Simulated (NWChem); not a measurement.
Species: hydroxide (OH anion); SMILES [OH-]

Results from NWChem. Pople sets run with spherical d functions. Sets without diffuse functions describe the anion's extra electron poorly. The highest occupied level is positive in some or all of these runs, so the extra electron may be held by the finite basis. Each level has its own optimisation; frequencies are unscaled.

| level | basis functions | r H–O (Å) | highest harmonic frequency (cm⁻¹) | zero-point energy (kcal/mol) |
|---|---|---|---|---|
| B3LYP/STO-3G | 6 | 1.118 | 2730 | 3.9 |
| B3LYP/3-21G | 11 | 1.064 | 2691 | 3.8 |
| B3LYP/6-31G* | 16 | ___ | ___ | 4.8 |
| B3LYP/6-31+G* | 20 | 0.975 | 3650 | 5.2 |
| B3LYP/6-311G** | 24 | 0.978 | 3490 | 5.0 |
| B3LYP/6-311++G** | 29 | 0.967 | 3746 | 5.4 |

Q: What belongs in the gaps?

A: 
- B3LYP/6-31G*, r H–O (Å): 0.988
- B3LYP/6-31G*, highest harmonic frequency (cm⁻¹): 3379
